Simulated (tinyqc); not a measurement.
Inside a calculation. Method: UHF in the sto-3g basis, for BH2, spin multiplicity 2. One step of it, computed by the program tinyqc.

Question. Iteration 2: DIIS coefficients. Solve [B -1; -1 0][c; lambda] = [0; -1] for the coefficients, which sum to one.

B (overlaps of the stored error matrices):
$$\begin{pmatrix}
8.7605762e-02 & -8.0944260e-02 \\
-8.0944260e-02 & 3.6071992e-01
\end{pmatrix}$$

Give: DIIS coefficients.

Answer.

DIIS coefficients: [0.724, 0.276]
